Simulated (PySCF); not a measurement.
# BN from Hartree–Fock to correlated methods

State: ³Π (triplet), unpaired electrons σ ↑, π ↑. Set-up: PySCF, no relativity, basis sets B 6-31G(d,p), N 6-31G(d,p). De refers to B + N in their high-spin ground configurations, without counterpoise correction. The functionals are run spin-unrestricted. A positive dipole means B(−)N(+).

```tsv
Level	Re (Å)	ωe (cm⁻¹)	De (eV)	μ (D)
ROHF	1.290	1798	2.29	-2.69
ROHF-MP2	1.334	1542	4.24	n/a
ROHF-SCS-MP2	1.332	1543	4.07	n/a
ROHF-CCSD	1.331	1574	3.77	n/a
ROHF-CCSD(T)	1.341	1505	3.97	n/a
PBE	1.340	1513	5.28	-1.65
PBEsol	1.339	1522	5.46	-1.66
r²SCAN	1.328	1575	4.86	-1.98
PBE0	1.322	1599	4.77	-1.99
M06	1.325	1584	4.61	-1.96
HSE06	1.322	1595	4.75	-1.99
B2PLYP	1.331	1526	4.56	-2.32
```

The bond length runs from 1.290 Å (ROHF) to 1.341 Å (ROHF-CCSD(T)). De spans 2.29 eV (ROHF, mean field) to 5.46 eV (PBEsol, GGA). Correlation at CCSD(T) changes the Hartree–Fock bond energy by +1.68 eV; the triples alone change it by +0.20 eV.

Correlated steps freeze 2 core orbitals. Correlated levels converge slowly with the basis: in double zeta they bind strong bonds too weakly, by up to about 1 eV, and carry superposition errors of some tenths. B2PLYP dipoles, levels and charges come from its SCF part alone. The state was picked by a PBE0 search and need not be the measured ground state.
